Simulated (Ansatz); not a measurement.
# BNH6 (built from SMILES BN.[H][H]): functionals against CCSD(T) at one geometry

The task here is to estimate one member of a computed series from the others.

Program: Ansatz 0.2.0, Gaussian basis. Level of theory: single points in def2-TZVPP. These are calculated values, not measurements.

Cores are frozen in the correlated methods. B3LYP uses VWN-RPA correlation.

## Starting geometry

8 atoms, charge 0, spin multiplicity 1.

Atoms are counted from 1 here; the program's logs count them from 0.

Bond lengths: B1–H3 1.257 Å, B1–H4 1.116 Å, B1–H5 1.408 Å, N2–H7 1.031 Å, N2–H8 0.967 Å. Angles: H3–B1–H4 118.6°, H3–B1–H5 116.2°, H4–B1–H5 124.0°, H7–N2–H8 112.1°.

As a file:

```mol
BH6N
  3D, bonds by distance, orders not assigned

  8  5  0  0  0  0  0  0  0  0999 V2000
   -0.1293   -0.7424   -0.2272 B   0  0
    0.0454    0.8634    0.5374 N   0  0
    0.7337   -1.5613    0.1799 H   0  0
   -1.1768   -1.0977   -0.3721 H   0  0
    0.3583    0.4879   -0.7080 H   0  0
    0.3430   -0.1284   -1.5064 H   0  0
   -0.8881    1.1658    0.8539 H   0  0
    0.6868    0.8462    1.2610 H   0  0
  1  3  8  0
  1  4  8  0
  1  5  8  0
  2  7  8  0
  2  8  8  0
M  END
```

Set-up of the first run:

run/in.yaml reads:

```yaml
crystal:
  periodic: [false, false, false]
  atoms:
    - {symbol: B, position_ang: [-0.129300, -0.742400, -0.227200]}
    - {symbol: N, position_ang: [0.045400, 0.863400, 0.537400]}
    - {symbol: H, position_ang: [0.733700, -1.561300, 0.179900]}
    - {symbol: H, position_ang: [-1.176800, -1.097700, -0.372100]}
    - {symbol: H, position_ang: [0.358300, 0.487900, -0.708000]}
    - {symbol: H, position_ang: [0.343000, -0.128400, -1.506400]}
    - {symbol: H, position_ang: [-0.888100, 1.165800, 0.853900]}
    - {symbol: H, position_ang: [0.686800, 0.846200, 1.261000]}
basis:
  gaussian: {orbitals: def2-TZVPP}
correlation: {method: ccsd_t}
output: {forces: true}
```

No record of the launch command was kept for these runs.

Steps of the session up to this table: CCSD(T)/def2-TZVPP; PBE0-D4/def2-TZVPP; wB97M-V/def2-TZVPP; r2SCAN-D4/def2-TZVPP; PBE-D4/def2-TZVPP; r2SCAN0-D4/def2-TZVPP; B3LYP-D4/def2-TZVPP.

One table of the session follows, with a row left open; its other results are not shown here.

```
    method  RMS force component (eV/Å)  angle to CCSD(T) forces (°)  dipole (D)
   CCSD(T)                       1.335                    reference        1.39
   PBE0-D4                       1.363                          3.2        1.43
   wB97M-V                       1.333                          2.4        1.42
 r2SCAN-D4                       1.327                          2.3        1.48
    PBE-D4                       1.351                          6.0        1.50
r2SCAN0-D4                           ?                            ?           ?
  B3LYP-D4                       1.294                          2.7        1.41
```

Q: Estimate the row for r2SCAN0-D4 from the others.

**Answer.** RMS force component (eV/Å): 1.346; angle to CCSD(T) forces (°): 4.4; dipole (D): 1.42. In the column «RMS force component (eV/Å)» it lies between CCSD(T) (1.335) and PBE-D4 (1.351).
